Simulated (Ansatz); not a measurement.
Relaxation of CH3LiS (6 atoms, charge 0, multiplicity 1), to a largest force component of 0.02 eV/Å in at most 40 steps.

Method: RKS B3LYP/def2-SVP in Ansatz 0.2.0.

```xyz
6
Properties=species:S:1:pos:R:3
Li -0.270 -2.179 1.092
S -1.234 -0.639 -0.407
C 0.130 0.510 -0.218
H 1.177 0.013 -0.507
H 0.005 1.394 -0.862
H 0.233 0.838 0.856
```

Q: Where does it end, and by what steps?

A: The forces met the threshold. After 5 steps the energy has fallen by 0.345 eV; Li1 moved furthest, 0.32 Å.

```tsv
step	energy less start (eV)	largest force component (eV/Å)	accepted
0	0.0000	2.638	yes
1	-0.3064	1.347	yes
2	-0.3400	0.298	yes
3	-0.3450	0.044	yes
4	-0.3452	0.026	yes
5	-0.3455	0.003	yes
```

```xyz
6
Properties=species:S:1:pos:R:3
Li -0.509 -2.374 1.019
S -1.095 -0.754 -0.241
C 0.210 0.548 -0.202
H 1.196 0.165 -0.510
H -0.071 1.346 -0.907
H 0.310 1.006 0.795
```

Time of the run: 6.1 s on 1 CPU thread of a shared host.
